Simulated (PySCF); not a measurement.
## NaCl from Hartree–Fock to correlated methods

State: ¹Σ⁺ (singlet), closed shell. Set-up: basis Na def2-TZVPP, Cl def2-TZVPP; no relativity; PySCF 2.14. De refers to Na + Cl in their high-spin ground configurations, without counterpoise correction. A positive dipole means Na(−)Cl(+).

```json
{"Level": "RHF", "Re (Å)": "2.384", "ωe (cm⁻¹)": "361", "De (eV)": "3.02", "μ (D)": "-9.31"}
{"Level": "RHF-MP2", "Re (Å)": "2.360", "ωe (cm⁻¹)": "365", "De (eV)": "4.14", "μ (D)": "n/a"}
{"Level": "RHF-SCS-MP2", "Re (Å)": "2.365", "ωe (cm⁻¹)": "363", "De (eV)": "4.05", "μ (D)": "n/a"}
{"Level": "RHF-CCSD", "Re (Å)": "2.361", "ωe (cm⁻¹)": "365", "De (eV)": "3.93", "μ (D)": "n/a"}
{"Level": "RHF-CCSD(T)", "Re (Å)": "2.360", "ωe (cm⁻¹)": "365", "De (eV)": "4.00", "μ (D)": "n/a"}
{"Level": "PBE", "Re (Å)": "2.367", "ωe (cm⁻¹)": "357", "De (eV)": "4.06", "μ (D)": "-8.38"}
{"Level": "PBEsol", "Re (Å)": "2.355", "ωe (cm⁻¹)": "361", "De (eV)": "4.22", "μ (D)": "-8.41"}
{"Level": "revPBE", "Re (Å)": "2.386", "ωe (cm⁻¹)": "349", "De (eV)": "3.95", "μ (D)": "-8.47"}
{"Level": "BP86", "Re (Å)": "2.375", "ωe (cm⁻¹)": "352", "De (eV)": "4.09", "μ (D)": "-8.59"}
{"Level": "r²SCAN", "Re (Å)": "2.365", "ωe (cm⁻¹)": "363", "De (eV)": "4.19", "μ (D)": "-8.81"}
{"Level": "r²SCANh", "Re (Å)": "2.362", "ωe (cm⁻¹)": "365", "De (eV)": "4.16", "μ (D)": "-8.86"}
{"Level": "PBE0", "Re (Å)": "2.358", "ωe (cm⁻¹)": "365", "De (eV)": "4.03", "μ (D)": "-8.72"}
{"Level": "CAM-B3LYP", "Re (Å)": "2.347", "ωe (cm⁻¹)": "372", "De (eV)": "4.05", "μ (D)": "-8.67"}
```

(1) Which functional lies closest to RHF-CCSD(T) in De, which farthest, and by how much do they differ from it?

(2) What does a quarter of exact exchange do here, going from PBE to PBE0?

(3) What does the step from GGA to meta-GGA do here, going from PBE to r²SCAN?

Correlated steps freeze 6 core orbitals. Where the molecule has an RHF reference, its open-shell atoms are computed with UHF.

## Answers

(1) Closest is PBE0 (-0.2 pm in Re, +0.0 % in ωe, +0.03 eV in De against RHF-CCSD(T) in the same basis), farthest PBEsol (-0.5 pm in Re, -1.1 % in ωe, +0.22 eV in De). CCSD(T) converges more slowly with the basis than the functionals do and binds too weakly in this one, so the order can change at the basis-set limit.

(2) PBE0 less PBE: -0.9 pm in Re, +2.2 % in ωe, -0.03 eV in De. Exact exchange removes part of the self-interaction that spreads semilocal densities, and in most molecules shortens and stiffens the bond and lowers De; so it does here.

(3) r²SCAN less PBE: -0.2 pm in Re, +1.7 % in ωe, +0.13 eV in De.
